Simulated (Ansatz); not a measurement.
Results of r²SCAN+rVV10 (plane waves, PAW; Ansatz, a quantum-chemistry and plane-wave program) for rhombohedral A7 As.

Numerical settings: plane-wave cutoff 560 eV, 18×18×18 k mesh, Fermi–Dirac smearing 0.05 eV, scalar-relativistic PAW data made under PBE.

Computed at the level's own relaxed cell.

Problem. Predict the equilibrium volume per atom, bulk modulus B0, lattice parameter a and c axis length.

Solution. 
equilibrium volume per atom: 21.97 Å³/atom
bulk modulus B0: 24.1 GPa
lattice parameter a: 3.759 Å
c axis length: 10.765 Å

The run finds no gap.

Measured, for comparison: bulk modulus 40.8 GPa (copied from a table, unchecked, extrapolated to 0 K and zero-point effects removed; as tabulated in Lejaeghere et al. (2013), arXiv:1204.2733); lattice constant a 3.760 Å, lattice parameter c 10.441 Å (4 K, zero-point motion not removed; as tabulated in Schiferl, Barrett, J. Appl. Cryst. 2, 30 (1969), as in the American …). Computed (rounded) less measured: bulk modulus not scored (unchecked), lattice constant a 0.0 %, lattice parameter c +3.1 %.

Note: the bulk modulus comes from volumes at which shape and atoms were relaxed.

The computed numbers hold no vibrational or temperature effects.

The result took about 12 core-minutes (a rough figure).
